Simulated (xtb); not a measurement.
A run for xtb: GFN-FF on H2O (SMILES O).

```
$ xtb mol.xyz --gfnff --sp --chrg 0 --uhf 0
3

O      0.00000000     0.00000000    -0.06555155
H      0.00000000    -0.75670946     0.52017534
H      0.00000000     0.75670946     0.52017534
```

Output:

```
[...]
           -------------------------------------------------
          |                Calculation Setup                |
           -------------------------------------------------



          ==================== Thresholds ====================
          CN  :   150.00000
          rep :   500.00000
          disp:  2500.00000
          HB1 :   250.00000
          HB2 :   450.00000

          Pauling EN used:
          Z : 1  EN :  2.20
          Z : 8  EN :  3.44
          electric field strengths (au): 0.000

           -------------------------------------------------
          |           Force Field Initialization            |
           -------------------------------------------------

          distances ...
          ----------------------------------------
          generating topology and atomic info file ...
          pair mat ...
          computing topology distances matrix with Floyd-Warshall algo ...
          making topology EEQ charges ...
          #fragments for EEQ constrain: 1
          ----------------------------------------
          generating topology and atomic info file ...
          pair mat ...
          computing topology distances matrix with Floyd-Warshall algo ...
          making topology EEQ charges ...
          #fragments for EEQ constrain: 1
          rings ...
          # BATM   0
          # H in HB   2

  atom   neighbors  erfCN metchar sp-hybrid imet pi  qest     coordinates
    1  O       2    1.92   0.00         3    0    0  -0.571    0.000000    0.000000   -0.123874
    2  H       1    0.97   0.00         0    0    0   0.285    0.000000   -1.429974    0.982989
    3  H       1    0.97   0.00         0    0    0   0.285    0.000000    1.429974    0.982989

          #atoms :   3
          #bonds :   2
          #angl  :   1
          #tors  :   0
          #nmol  :   1
          #optfrag :   1
           -------------------------------------------------
          |                   G F N - F F                   |
          |          A general generic force-field          |
          |                  Version 1.0.3                  |
           -------------------------------------------------
          Number of HB bonds (bound hydrogen)     0
          Number of HB bonds (unbound hydrogen)   0
          Number of XB bonds                      0

 E+G (total)                   0 d,  0 h,  0 min,  0.000 sec
 distance/D3 list               ...        0 min,  0.000 sec (  1.904%)
 non bonded repulsion           ...        0 min,  0.000 sec ( 18.341%)
 dCN                            ...        0 min,  0.000 sec (  7.262%)
 EEQ energy and q               ...        0 min,  0.000 sec (  9.013%)
 D3                             ...        0 min,  0.000 sec ( 13.763%)
 EEQ gradient                   ...        0 min,  0.000 sec (  4.774%)
 bonds                          ...        0 min,  0.000 sec (  8.345%)
 bend and torsion               ...        0 min,  0.000 sec (  4.706%)
 bonded ATM                     ...        0 min,  0.000 sec (  0.799%)
 HB/XB (incl list setup)        ...        0 min,  0.000 sec ( 12.688%)

         :::::::::::::::::::::::::::::::::::::::::::::::::::::
         ::                     SUMMARY                     ::
         :::::::::::::::::::::::::::::::::::::::::::::::::::::
         :: total energy              -0.327243274536 Eh    ::
         :: gradient norm              0.022755440332 Eh/a0 ::
         ::.................................................::
         :: bond energy               -0.270139270600 Eh    ::
         :: angle energy               0.000470246157 Eh    ::
         :: torsion energy             0.000000000000 Eh    ::
Note: The following floating-point exceptions are signalling: IEEE_UNDERFLOW_FLAG IEEE_DENORMAL
normal termination of xtb
         :: repulsion energy           0.031756655239 Eh    ::
         :: electrostat energy        -0.089191588835 Eh    ::
         :: dispersion energy         -0.000139316498 Eh    ::
         :: HB energy                  0.000000000000 Eh    ::
         :: XB energy                  0.000000000000 Eh    ::
         :: bonded atm energy          0.000000000000 Eh    ::
         :: external energy            0.000000000000 Eh    ::
         :: add. restraining           0.000000000000 Eh    ::
         :: total charge               0.000000000000 e     ::
         :::::::::::::::::::::::::::::::::::::::::::::::::::::

           -------------------------------------------------
          |                Property Printout                |
           -------------------------------------------------

molecular dipole:
                 x           y           z       tot (Debye)
 q only:        0.000       0.000       0.693       1.760

           -------------------------------------------------
          | TOTAL ENERGY               -0.327243274536 Eh   |
          | GRADIENT NORM               0.022755440332 Eh/α |
           -------------------------------------------------
########################################################################
[WARNING] Runtime exception occurred
-1- gfnff_setup: Could not read topology file.
########################################################################

------------------------------------------------------------------------
------------------------------------------------------------------------
 total:
 SCF:
```

The run finished.

Cost: about 0.010 core-seconds (a rough figure).
